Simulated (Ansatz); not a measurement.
The first iterations of a band of BFH$_{2}$N (5 atoms, charge 0, multiplicity 2).

Method: UKS PBE0-D4/def2-SVP (Ansatz 0.2.0).

```yaml
movable_images: 7
climbing_image: yes
spring: 5.0 eV/Å²
optimiser: quadratic models (default)
start_path: through a guess of the saddle point
force_threshold: 0.05 eV/Å
iteration_limit: 60
end_points: relaxed
```

Initial state:

```xyz
5
Properties=species:S:1:pos:R:3
N -0.856 0.393 -0.244
B 0.446 -0.001 0.074
F 1.417 -0.042 -0.831
H -1.720 -0.141 -0.241
H 0.713 -0.209 1.243
```

Final state:

```xyz
5
Properties=species:S:1:pos:R:3
N -0.469 -0.011 0.243
B 0.375 0.065 -0.855
F 1.694 0.028 -0.743
H -1.476 0.017 0.160
H -0.124 -0.100 1.195
```

| iteration | highest image above the first end (eV) | largest band force component (eV/Å) |
| --- | --- | --- |
| 1 | 3.654 | 7.961 |
| 2 | 2.870 | 2.103 |
| 3 | 2.633 | 2.354 |
| 4 | 2.266 | 2.814 |
| 5 | 1.825 | 2.847 |
| 6 | 1.537 | 2.441 |
| 7 | 1.551 | 3.948 |
| 8 | 1.587 | 1.735 |
| 9 | 1.534 | 1.276 |

Question: Does the band converge within its limit, and where does its top end?

Answer: It converged. It ended after 28 iterations with the highest image 1.453 eV above the first end. The profile has 3 maxima (images 2, 5, 7) with wells between them (images 3, 6): this band takes more than one step, which may be the mechanism or a detour left from its start path. Neighbouring images differ by up to 1.8 eV, so the band resolves the path poorly. A vibrational analysis at the climbing image gives one clearly imaginary mode, 1597i cm⁻¹: a first-order saddle point.

The run took 5.3 min on 1 thread of Arm Neoverse V1, with other jobs on the host, peak memory 0.12 GiB.
